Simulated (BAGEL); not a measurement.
# HF/3-21G (density fitting with qzvpp-jkfit) run of CH2FN (SMILES [H]/N=C/F)

What is the energy change on altering one bond length of CH2FN at HF/3-21G (density fitting with qzvpp-jkfit)? 

Program for the calculation: BAGEL 1.2.2.

## Step 1: The system as given

The species is CH2FN (5 atoms), meant as a singlet with charge 0. As SMILES, `[H]/N=C/F`. Geometry: relaxed at PBE0-D4/def2-TZVP.

Bond lengths: N1–C2 1.242 Å, C2–F3 1.328 Å, N1–H4 1.016 Å, C2–H5 1.092 Å. Angles: N1–C2–F3 120.0°, N1–C2–H5 129.8°, F3–C2–H5 110.2°, C2–N1–H4 110.6°.

## Step 2: The energy at HF/3-21G (density fitting with qzvpp-jkfit)

The input, input.json:

```json
{ "bagel": [

{
  "title": "molecule",
  "basis": "3-21g",
  "df_basis": "qzvpp-jkfit",
  "angstrom": "true",
  "geometry": [
    { "atom": "N", "xyz": [      -0.719900,      -0.454400,      -0.439800 ] },
    { "atom": "C", "xyz": [       0.296500,      -0.034500,       0.137300 ] },
    { "atom": "F", "xyz": [       1.242400,      -0.884800,       0.520800 ] },
    { "atom": "H", "xyz": [      -1.343900,       0.314100,      -0.667300 ] },
    { "atom": "H", "xyz": [       0.574800,       0.986000,       0.407600 ] }
  ]
},

{ "title": "hf" },

{ "title": "print", "file": "orbitals.molden", "orbitals": "true" }

]}
```

Launch:

```bash
BAGEL_NUM_THREADS=1 BAGEL input.json > input.out
```

Log:

```text
* using 1 threads per process

  ===============================================================
  ===============================================================

  *** Geometry ***

  { "atom" : "N", "xyz" : [     -1.360414,     -0.858692,     -0.831102 ] },
  { "atom" : "C", "xyz" : [      0.560304,     -0.065196,      0.259459 ] },
  { "atom" : "F", "xyz" : [      2.347796,     -1.672030,      0.984169 ] },
  { "atom" : "H", "xyz" : [     -2.539603,      0.593563,     -1.261014 ] },
  { "atom" : "H", "xyz" : [      1.086215,      1.863270,      0.770252 ] },

  Number of auxiliary basis functions:      265

  Since a DF basis is specified, we compute 2- and 3-index integrals:
    o Being stored without compression. Storage requirement is 0.002 GB

  Number of basis functions:       31
  Number of electrons      :       24

    * METHOD: MOLECULE                             0.05

  *** RHF ***

  === Nuclear Repulsion ===
    68.5575689908

      * DIIS with orbital gradients will be used.

  === RHF iteration (3-21g) ===
      0       -191.68862324          0.04259684           0.00
      1       -191.77683806          0.02761417           0.00
      2       -191.82378907          0.00280275           0.00
      3       -191.82509700          0.00145069           0.00
      4       -191.82532776          0.00046852           0.00
      5       -191.82539658          0.00014908           0.00
      6       -191.82540130          0.00003987           0.00
      7       -191.82540161          0.00000883           0.00
      8       -191.82540162          0.00000248           0.00
      9       -191.82540162          0.00000128           0.00
     10       -191.82540162          0.00000030           0.00
     11       -191.82540162          0.00000008           0.00
     12       -191.82540162          0.00000003           0.00
     13       -191.82540162          0.00000001           0.00
     14       -191.82540162          0.00000000           0.00
    * SCF iteration converged.

    * Permanent dipole moment:
           (    0.210174,    -1.364454,    -0.060230) a.u.

    * METHOD: HF                                   0.11

    * METHOD: PRINT                                0.00

  ===============================================================
```

Run time: 0.28 s. Hardware: 1 thread of Arm Neoverse V1, shared host.

## Step 3: The distorted shape at the same level

The input, input.json:

```json
{ "bagel" : [

{
  "title" : "molecule",
  "basis" : "3-21g",
  "df_basis" : "qzvpp-jkfit",
  "angstrom" : true,
  "geometry" : [
    { "atom" : "N", "xyz" : [   -1.939596,   -0.958287,   -1.132329 ] },
    { "atom" : "C", "xyz" : [    0.296500,   -0.034500,    0.137300 ] },
    { "atom" : "F", "xyz" : [    1.242400,   -0.884800,    0.520800 ] },
    { "atom" : "H", "xyz" : [   -2.563596,   -0.189787,   -1.359829 ] },
    { "atom" : "H", "xyz" : [    0.574800,    0.986000,    0.407600 ] }
  ]
},
{
  "title" : "hf"
},
{
  "title" : "print",
  "file" : "orbitals.molden",
  "orbitals" : true
}

]}
```

Launch:

```bash
BAGEL_NUM_THREADS=1 BAGEL input.json > input.out
```

Log:

```text
* using 1 threads per process

  ===============================================================
  ===============================================================

  *** Geometry ***

  { "atom" : "N", "xyz" : [     -3.665305,     -1.810900,     -2.139792 ] },
  { "atom" : "C", "xyz" : [      0.560304,     -0.065196,      0.259459 ] },
  { "atom" : "F", "xyz" : [      2.347796,     -1.672030,      0.984169 ] },
  { "atom" : "H", "xyz" : [     -4.844494,     -0.358645,     -2.569704 ] },
  { "atom" : "H", "xyz" : [      1.086215,      1.863270,      0.770252 ] },

  Number of auxiliary basis functions:      265

  Since a DF basis is specified, we compute 2- and 3-index integrals:
    o Being stored without compression. Storage requirement is 0.002 GB

  Number of basis functions:       31
  Number of electrons      :       24

    * METHOD: MOLECULE                             0.05

  *** RHF ***

  === Nuclear Repulsion ===
    51.1667725106

      * DIIS with orbital gradients will be used.

  === RHF iteration (3-21g) ===
      0       -190.65505000          0.08242091           0.00
      1       -187.51743280          0.15399633           0.00
      2       -191.35432602          0.03387232           0.00
      3       -191.51987241          0.01365034           0.00
      4       -191.54704891          0.00534533           0.00
      5       -191.55297111          0.00164668           0.00
      6       -191.55372814          0.00048071           0.00
      7       -191.55379295          0.00028282           0.00
      8       -191.55381430          0.00015652           0.00
      9       -191.55382364          0.00004767           0.00
     10       -191.55382413          0.00001955           0.00
     11       -191.55382417          0.00000394           0.00
     12       -191.55382418          0.00000166           0.00
     13       -191.55382418          0.00000038           0.00
     14       -191.55382418          0.00000012           0.00
     15       -191.55382418          0.00000007           0.00
     16       -191.55382418          0.00000005           0.00
     17       -191.55382418          0.00000005           0.00
     18       -191.55382418          0.00000004           0.00
     19       -191.55382418          0.00000004           0.00
     20       -191.55382418          0.00000003           0.00
     21       -191.55382418          0.00000002           0.00
     22       -191.55382418          0.00000001           0.00
    * SCF iteration converged.

    * Permanent dipole moment:
           (   -0.027974,    -1.218038,    -0.165211) a.u.

    * METHOD: HF                                   0.14

    * METHOD: PRINT                                0.00

  ===============================================================
```

It took 0.32 s on 1 thread of Arm Neoverse V1, shared host.

## Step 4: Results

Level: HF/3-21G (density fitting with qzvpp-jkfit).

| quantity | value |
| --- | --- |
| first shape: total energy | -191.82540 Eh |
| first shape: dipole moment | 3.51 D |
| first shape: HOMO energy | -12.40 eV |
| first shape: LUMO energy | 4.85 eV |
| first shape: HOMO–LUMO gap | 17.26 eV |
| distorted shape: total energy | -191.55382 Eh |
| distorted shape: dipole moment | 3.13 D |
| distorted shape: HOMO energy | -10.50 eV |
| distorted shape: LUMO energy | 2.10 eV |
| distorted shape: HOMO–LUMO gap | 12.61 eV |
| energy change with the N1–C2 bond stretched from 1.242 to 2.732 Å | 7.390 eV |

In words: With the N1–C2 bond stretched from 1.242 to 2.732 Å the energy rises by 7.39 eV (713 kJ/mol). The first shape isn't relaxed at this level, so the change isn't measured from a minimum. A restricted reference can't describe the breaking bond well at this length.
